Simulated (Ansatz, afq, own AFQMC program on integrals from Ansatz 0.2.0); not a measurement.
**HO⁻, triplet in aug-cc-pVDZ, levels against CCSDT(Q)**

```xyz
2

O     0.0000    0.0000    0.0000
H     0.0000    0.0000    1.0060
```

Basis aug-cc-pVDZ. Only valence electrons are correlated. AFQMC by an in-house program on the Cholesky factors that Ansatz 0.2.0 writes for its CCSD(T) run. The CISD trial takes its coefficients from CCSD amplitudes. Released means that phaseless walkers are propagated on without the constraint, phases kept. Free AFQMC starts from the CCSD state and is never constrained. Its projection time is finite, and what remains of the start isn't in its error. Error bars are statistical, one sigma.

Determinant: UHF, the one that the program's search chose, which needn't be the lowest solution. The geometry is a point of a scan.

No full CI on the walks' own integrals is used here; CCSDT(Q) serves as the reference and is uncertain by about the last step of the cluster series.

Cautions: lower spins were not checked.

- T1 diagnostic: 0.0173
- weight of the determinant in the CISD state: 0.941
- ⟨S²⟩ of the determinant: 2.006
- size of the correlated space: 8 electrons in 31 orbitals

| level | correlation energy (eV) |
| --- | --- |
| MP2 | -4.5622 |
| CCSD | -4.9882 |
| CCSD(T) | -5.0971 |

(1) Estimate where AFQMC with the constraint released lies against CCSD(T) on the same integrals.

(1) 0.60 ± 0.28 kcal/mol below CCSD(T).

Reference: CCSDT(Q), correlation energy -5.117 eV. The released energy is read at 2.40 1/Eh (meV from the phaseless value at times in 1/Eh: 2 ± 8 at 0.24, -8 ± 10 at 0.51, 5 ± 9 at 0.99, -8 ± 10 at 1.62, -9 ± 12 at 2.40).

```
         level  E − E(reference) (kcal/mol)  share of correlation (%)
       CCSD(T)                         0.46                     99.61
         CCSDT                         0.17                     99.85
   ph-AFQMC/HF                  0.36 ± 1.32                     99.69
 ph-AFQMC/CISD                  0.07 ± 0.21                     99.94
released AFQMC                 -0.13 ± 0.28                    100.11
    free AFQMC                 -0.05 ± 0.30                    100.05
```

Free projections are given only where their last times agree within the noise and don't stop above the reference; a slow remainder of the start can still hide under it. A walk keeps the symmetry of its determinant, which the program's search chose and which needn't be the lowest solution, so a lower state of the same spin and another symmetry isn't excluded. Released energies are given only where the last usable release times agree within the noise; a slower fall can still hide under it.
